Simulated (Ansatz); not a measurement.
Ansatz (an electronic-structure program) input (wB97M-V/aug-cc-pV(T+d)Z): A basis named .json is the Basis Set Exchange file of that set (core-valence sets with the plain set on hydrogen).

Ansatz 0.2 input:
```yaml
crystal:
  periodic: [false, false, false]
  atoms:
    - {symbol: P, position_ang: [0.00293147, 0.00160888, 0.12817703]}
    - {symbol: H, position_ang: [-0.00384980, 1.18388197, -0.65609339]}
    - {symbol: H, position_ang: [1.01199153, -0.61366513, -0.65676338]}
    - {symbol: H, position_ang: [-1.05211382, -0.59435001, -0.60979871]}
basis:
  gaussian:
    orbitals: aug-cc-pV_T+d_Z.json
hamiltonian:
  xc: {name: wB97M-V}
accuracy: high
magnetization: {spin_polarized: false}
```

Output:

```
Functional definition: wB97M-V
integrals: 0.25 GiB planned
1937 factors; integrals over basis functions are off by at most 3.2e-9 eV
integrals: 0.34 GiB planned
394 factors; integrals over basis functions are off by at most 1.4e-9 eV
mean field: 0.90 GiB planned
mean field evaluation 1: about -9336.5643 eV, gradient 7.9e0 eV
mean field evaluation 2: about -9336.7835 eV, gradient 3.5e0 eV
mean field evaluation 4: about -9336.8149 eV, gradient 7.5e-1 eV
mean field evaluation 8: about -9336.8202 eV, gradient 3.8e-2 eV
mean field evaluation 16: about -9336.8202 eV, gradient 3.5e-6 eV
mean field -9336.82024693 eV, -343.1218153506 hartree, gradient 8.9e-8 eV, S^2 0.000000; 0 other end points of the search recorded, 0 dependent functions left out
reference -9336.82025385 eV, -343.1218156049 hartree; 9, 9 occupied and 115, 115 virtual orbitals, 1937 factors
Total energy: -9336.82025385 eV, -343.1218156049 hartree
```
